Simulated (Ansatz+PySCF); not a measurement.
## doublet CH₅: levels of theory in one basis

```xyz
6

C     0.0000    0.2648    0.0000
H     1.0534    0.5167    0.0000
H    -0.5266    0.5170    0.9123
H    -0.5266    0.5170   -0.9123
H    -0.0003   -1.1178    0.0000
H     0.0001   -2.0218    0.0000
```

Basis set: cc-pVTZ (spherical functions). Correlated methods keep 1 orbital frozen. Correlation on ROHF uses semicanonical orbitals with singles. Charge 0, multiplicity 2.

Computed with Ansatz (development build ahead of 0.2.0); each method stands on the lowest determinant of its kind that the runs found.

| method | E − E(ROHF) (eV) | <S²> of the determinant |
| --- | --- | --- |
| ROHF | 0.00 | 0.75 |
| UHF | -0.30 | 0.79 |
| ROHF-MP2 | -5.92 | – |
| ROHF-CCSD | -6.59 | – |
| UHF-CCSD | -6.60 | 0.79 |
| ROHF-CCSD(T) | -6.79 | – |
| UHF-CCSD(T) | -6.78 | 0.79 |

Question: What does UHF-MP2 give on the same scale?

Answer: -5.86 eV.

Question: Is a single determinant a sound starting point here?

Answer: By this sign, yes. Unrestricted orbitals gain 0.30 eV and <S²> is 0.79 against 0.75 for a pure state.
